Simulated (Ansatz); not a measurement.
Two shapes of singlet BH₄(-).

Shape 1:

```xyz
5

B     0.0000    0.0000    0.0000
H     0.7229    0.7229    0.7229
H     0.7229   -0.7229   -0.7229
H    -0.7229    0.7229   -0.7229
H    -0.7229   -0.7229    0.7229
```

Shape 2:

```xyz
5

B     0.0000    0.0000    0.0000
H     0.6651    0.6651    0.6651
H     0.6651   -0.6651   -0.6651
H    -0.6651    0.6651   -0.6651
H    -0.6651   -0.6651    0.6651
```

Basis set: cc-pVDZ (spherical functions). Left uncorrelated: 1 orbital. Charge -1, multiplicity 1.

Computed with Ansatz (development build ahead of 0.2.0); each method stands on the lowest determinant of its kind that the runs found.

**Question.** Which shape is lower in energy, and by how much in each method?

**Answer.**

| method | E(2) − E(1) (eV) |
| --- | --- |
| RHF | 0.485 |
| RHF-MP2 | 0.455 |

Shape 1 is lower. Caution: no diffuse functions for an anion.
